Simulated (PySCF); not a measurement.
Species: C₂H₂F₂.
Numbering: `[F:1]/[CH:2]=[CH:3]\[F:4]` (hydrogens: H5 on C2; H6 on C3)

Level of theory: PBE0-D3(BJ)/def2-TZVP geometry optimisation, gas phase in PySCF.

Question: What internal coordinates does the optimisation give?

Answer: 
```tsv
bond	length (Å)	order
F1–C2, C3–F4	1.330	single
C2=C3	1.320	double
C2–H5, C3–H6	1.082	single
```

Bonds in one row agree within 0.01 Å and their mean is given. Orders are formal, as drawn. A selection of angles:
```tsv
angle	degrees
F1–C2–C3	122.8
F1–C2–H5	114.8
C3–C2–H5	122.4
```

Torsions: F1–C2–C3–F4 0° (synperiplanar).

The 4 heavy atoms lie in one plane (0.000 Å rms).

Point group: C2v (tolerance 0.08 Å). Whether it is a minimum is left open (no frequencies).

Hardware: one thread, Arm Neoverse N1 (aarch64), no GPU, shared host with 64 logical CPUs at a one-minute load of 56. Cost: 56 s of wall time, 0.54 GiB resident at most. This is the geometry optimisation.
